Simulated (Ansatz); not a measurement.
# FH5SSi: the cost of one run

Method: RKS B3LYP-D4/def2-SVP, in Ansatz 0.2.0.

## (1) Starting point

Bond lengths: Si1–H3 1.460 Å, Si1–H4 1.459 Å, Si1–F5 1.589 Å, Si1–S6 2.460 Å, S6–H7 1.400 Å. Angles: H3–Si1–H4 109.5°, H3–Si1–F5 109.5°, H3–Si1–S6 178.9°, H4–Si1–F5 109.5°, H4–Si1–S6 70.0°, F5–Si1–S6 70.0°, Si1–S6–H7 109.5°.

Coordinates:

```xyz
8

Si    0.0000    0.0000    0.0000
H     0.0000    0.0000    1.8100
H     1.3768    0.0000   -0.4862
H    -0.6877    1.1914   -0.4862
F    -0.7489   -1.2974   -0.5295
S    -2.3345    0.0000    0.7757
H    -3.0901   -0.8728   -0.0163
H    -0.9511    0.0000    1.8802
```

## (2) A restrained relaxation towards end A

Springs on the bonds that form and break draw the guess towards this end; the thresholds are loose.

Contents of input.yaml:

```yaml
crystal:
  periodic: [false, false, false]
  atoms:
    - { symbol: Si, position_ang: [0.0, 0.0, 0.0] }
    - { symbol: H, position_ang: [0.0, 0.0, 1.81] }
    - { symbol: H, position_ang: [1.3768, 0.0, -0.4862] }
    - { symbol: H, position_ang: [-0.6877, 1.1914, -0.4862] }
    - { symbol: F, position_ang: [-0.7489, -1.2974, -0.5295] }
    - { symbol: S, position_ang: [-2.3345, 0.0, 0.7757] }
    - { symbol: H, position_ang: [-3.0901, -0.8728, -0.0163] }
    - { symbol: H, position_ang: [-0.9511, 0.0, 1.8802] }
basis:
  gaussian: { orbitals: def2-SVP }
hamiltonian:
  xc: b3lyp
  dispersion: d4
relax:
  f_tol: 0.15
  max_steps: 25
  restrain:
    - { distance: [0, 5], at: 3.36, k: 30.0 }
    - { distance: [7, 1], at: 1.86, k: 30.0 }
    - { distance: [0, 1], at: 1.46, k: 30.0 }
    - { distance: [7, 5], at: 1.4, k: 30.0 }
```

The run is started by

```console
ansatz run input.yaml --threads 1 --pin off --max-ram 2048MiB --backend cpu --events-out ev --progress --plain --runs-dir out
```

Q: Estimate wall time and peak memory on 1 thread of Arm Neoverse V1, shared host.

About 22 s, with a peak of 0.16 GiB.
